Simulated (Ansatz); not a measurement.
# SiNH₂ (quartet): from Hartree-Fock to the top rungs, cc-pVTZ

Aim: climb from Hartree-Fock through coupled cluster and multireference methods for SiNH₂ (quartet) at one geometry and basis, and see what each rung misses.

Program: Ansatz 0.2.0, Gaussian basis. Level of theory: cc-pVTZ, core rule «outside noble gas», up to 6 orbitals frozen. These are calculated values, not measurements.

The runs, in order: UHF; CCSD(T) on ROHF; CCSD(T) on UHF; BCCD(T) on ROHF; CCSDT(Q) on ROHF; CCSDT(Q) on UHF; CASSCF and MRCISD+Q, 11 electrons in 10 orbitals; CASSCF and NEVPT2, 11 electrons in 10 orbitals.

7 further runs of the same task are left out: 2 for a known fault of the program, 5 set aside as unsound or not needed.

**1. What is computed**

The geometry is a PBE0/def2-TZVP stationary point (not a proven minimum).

4 atoms, charge 0, spin multiplicity 4.

Atoms are counted from 1 here; the program's logs count them from 0.

Bond lengths: Si1–N2 1.849 Å, Si1–H3 1.470 Å, Si1–H4 1.470 Å. Angles: N2–Si1–H3 117.7°, N2–Si1–H4 117.7°, H3–Si1–H4 124.6°.

As a file:

```
Si    0.00000    0.00000    0.55577
N     0.00000    0.00000   -1.29274
H     0.00000    1.30196    1.23908
H     0.00000   -1.30196    1.23908
```

**2. UHF**

Input file in.yaml:

```yaml
crystal:
  periodic: [false, false, false]
  atoms:
    - {symbol: Si, position_ang: [0.000000, 0.000000, 0.555774]}
    - {symbol: N, position_ang: [0.000000, 0.000000, -1.292740]}
    - {symbol: H, position_ang: [0.000000, 1.301958, 1.239079]}
    - {symbol: H, position_ang: [0.000000, -1.301958, 1.239079]}
basis:
  gaussian: {orbitals: cc-pVTZ}
magnetization: {spin_polarized: true, initial_magnetization: 3}
hamiltonian: {xc: hf}
output: {orbitals: {seedname: orbitals}}
```

The run is started by

```
ansatz run in.yaml --threads 1 --pin off --events-out ev --progress --plain --max-ram 2816MiB --backend cpu
```

Further steps of the session: CCSD(T) on ROHF; CCSD(T) on UHF; BCCD(T) on ROHF; CCSDT(Q) on ROHF; CCSDT(Q) on UHF; CASSCF and MRCISD+Q, 11 electrons in 10 orbitals; CASSCF and NEVPT2, 11 electrons in 10 orbitals.

Before running them: what should the planned runs give, taken together? Wanted: UCCSDT(Q) below the RHF energy; RMP2 from UCCSDT(Q); UMP2 from UCCSDT(Q); RCCSD from UCCSDT(Q); RCCSD(T) from UCCSDT(Q); UCCSD(T) from UCCSDT(Q); RCCSDT(Q) from UCCSDT(Q); NEVPT2 valence from UCCSDT(Q); MRCISD+Q valence from UCCSDT(Q).

The runs gave:

| quantity | value |
| --- | --- |
| UCCSDT(Q) below the RHF energy | -7.8915 eV |
| RMP2 from UCCSDT(Q) | +29.58 kcal/mol |
| UMP2 from UCCSDT(Q) | +30.40 kcal/mol |
| RCCSD from UCCSDT(Q) | +7.06 kcal/mol |
| RCCSD(T) from UCCSDT(Q) | +1.23 kcal/mol |
| UCCSD(T) from UCCSDT(Q) | +1.20 kcal/mol |
| RCCSDT(Q) from UCCSDT(Q) | +0.08 kcal/mol |
| NEVPT2 valence from UCCSDT(Q) | +30.53 kcal/mol |
| MRCISD+Q valence from UCCSDT(Q) | +2.08 kcal/mol |
| levels within 1 kcal/mol (43 meV) | RCCSDT, UCCSDT, RCCSDT(Q) |
| T1 diagnostic | 0.021 |
| effectively unpaired electrons | 3.02 |

What this shows: RCCSD(T) lands +1.23 kcal/mol from the yardstick (0.7 % of the correlation energy). One determinant dominates. Of the multireference levels listed MRCISD+Q valence comes nearest in total energy (+2.08 kcal/mol), which doesn't show that its space is the better one. These misses are within one basis, not against nature; the frozen cores of restricted and unrestricted runs differ, which can shift their rows.
